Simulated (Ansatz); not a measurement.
# C₂H₇NS₂, SMILES CNCSS: a ranking of conformers

Program: the Ansatz DFT code, driven from Python.

Script `c2h7ns2.py`:
```python
import ansatz as az
from rdkit import Chem
from rdkit.Chem import AllChem

rd = Chem.AddHs(Chem.MolFromSmiles("CNCSS"))
ids = list(AllChem.EmbedMultipleConfs(rd, numConfs=20, randomSeed=255, pruneRmsThresh=0.4))
field = [energy for _, energy in AllChem.MMFFOptimizeMoleculeConfs(rd)]
distinct = {round(e, 2): i for i, e in zip(ids, field)}
chosen = sorted(distinct.items())[:4]
found = []
for force_field, index in chosen:
    system = az.Crystal.molecule()
    for atom, xyz in zip(rd.GetAtoms(), rd.GetConformer(index).GetPositions()):
        system = system.atom(atom.GetSymbol(), xyz.round(5).tolist())
    setup = (
        system.calculation()
        .basis(gaussian="def2-SVP")
        .correlation("mp2")
    )
    found.append(setup.run(threads=1, backend="cpu").report["free_energy_ev"])
print("conformer   MMFF (kcal/mol)   this level (kJ/mol)")
for (force_field, index), e in zip(chosen, found):
    print(f"{index:9d} {force_field - chosen[0][0]:17.2f} {96.485332 * (e - min(found)):17.3f}")
```

```console
$ python c2h7ns2.py
conformer   MMFF (kcal/mol)   this level (kJ/mol)
        2              0.00             0.000
        0              0.65             4.292
        8              1.84            12.258
        6              3.83             6.007
```

The conformers keep their force-field geometries. It ran for 9.4 s on 1 thread of Arm Neoverse V2 (shared host), peak memory 0.34 GiB.

(Lines on the test bed's own set-up are left out of the output.)
